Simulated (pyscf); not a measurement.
Structures and frequencies: ωB97X-D3(BJ)/def2-SVP in PySCF. Correlated levels are frozen-core, on RHF or UHF. ΔMP2 is the change of the MP2 total energy from the triple- to the quadruple-zeta basis. Singlets are restricted, triplets unrestricted.

Singlet (Å):
```xyz
3

C      0.5944     0.0041    -0.2895
H      0.1877    -0.3219    -1.2819
H      0.1524     1.0309    -0.2071
```

Triplet (Å):
```xyz
3

C      0.8568    -0.0753    -0.1320
H      1.5903     0.7066    -0.3420
H      0.4865    -0.5439     0.7829
```

Q: For these two minima of CH₂, which spin state lies lower at CCSD(T)/def2-TZVPP + ΔMP2(QZVPP), and by how much (electronic energies)?

A: The triplet, by 0.40 eV. Zero-point energy shifts E(triplet) − E(singlet) by +0.01 eV. 

E(triplet) − E(singlet) by level (eV):

```tsv
level	gap
ωB97X-D3(BJ)/def2-TZVP	-0.39
PBE/def2-TZVP	-0.69
r²SCAN/def2-TZVP	-0.96
B3LYP-D3(BJ)/def2-TZVP	-0.50
PBE0-D3(BJ)/def2-TZVP	-0.77
M06-2X/def2-TZVP	-0.59
ωB97M-D3(BJ)/def2-TZVP	-0.40
HF/def2-TZVP	-1.23
MP2/def2-QZVPP	-0.61
CCSD/def2-TZVPP	-0.49
CCSD(T)/def2-TZVPP	-0.45
CCSD(T)/def2-TZVPP + ΔMP2(QZVPP)	-0.40
```

The triplet is the lowest one reached from the SCF start used. A restricted singlet here is unstable towards spin polarisation, as is usual where a triplet lies low; its energy is less safe. The CCSD(T) − MP2 part came from Ansatz, without density fitting, on the same reference.
